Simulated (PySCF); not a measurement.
Below is a simulated gas-phase C 1s photoelectron spectrum of `C/C=C\[C@H](C)F`.

Every computed line was given a Gaussian of 0.7 eV full width at half maximum and an area set by the number of equivalent atoms; the highest printed point is 100. Method: PySCF 2.14.0, delta-SCF UKS SCAN, pcX-2 on the ionised atom, pcseg-1 elsewhere, spin-free X2C.

```csv
binding energy (eV),intensity
289.3,0
289.4,1
289.5,1
289.6,3
289.7,6
289.8,12
289.9,20
290.0,31
290.1,45
290.2,59
290.3,73
290.4,84
290.5,93
290.6,99
290.7,100
290.8,97
290.9,89
291.0,76
291.1,61
291.2,45
291.3,31
291.4,19
291.5,11
291.6,5
291.7,3
291.8,1
291.9,1
292.0,1
292.1,1
292.2,3
292.3,5
292.4,10
292.5,16
292.6,23
292.7,30
292.8,35
292.9,36
293.0,33
293.1,27
293.2,20
293.3,13
293.4,8
293.5,4
293.6,2
293.7,1
293.8,0
293.9,0
```

**Question.** Count the maxima, the lines and the sites behind this envelope.

**Answer.** The curve has 2 maxima (at 290.7 and 292.9 eV). Under it lie 5 lines from 5 inequivalent carbon sites. At this width some lines have no maximum of their own.

**Question.** Decompose the envelope and assign each component. Numbering: `[CH3:1]/[CH:2]=[CH:3]\[C@H:4]([CH3:5])[F:6]`.

**Answer.** 
```tsv
position (eV)	relative area	line	atoms	environment
290.27	1	C 1s	C3	alkene CH carbon
290.55	1	C 1s	C2	alkene CH carbon
290.79	1	C 1s	C5	methyl carbon
291.00	1	C 1s	C1	allylic carbon
292.88	1	C 1s	C4	sp3 C–F carbon
```

**Question.** What are the centre and the root-mean-square width of the whole band?

**Answer.** The area-weighted mean of the lines is 291.10 eV. Their own spread about it is 0.92 eV (rms) and each Gaussian has σ = 0.7/2.355 = 0.30 eV; the variances add, which gives 0.97 eV.

The listed C 1s values span 2.61 eV, from C3 (bonded to C (double bond), C and H) to C4 (bonded to F, 2 C and H). The widest gap between neighbouring values is 1.88 eV, between 291.00 and 292.88 eV.

The curve has no shake-up lines and no vibrational structure. The structure is a single PBE0-D3(BJ)/def2-SVP conformer in the gas phase; no vibrational or solvent corrections.

Shape of the structure used: `[CH3:1]/[CH:2]=[CH:3]\[C@H:4]([CH3:5])[F:6]`: C2–C3–C4–C5 -105°.
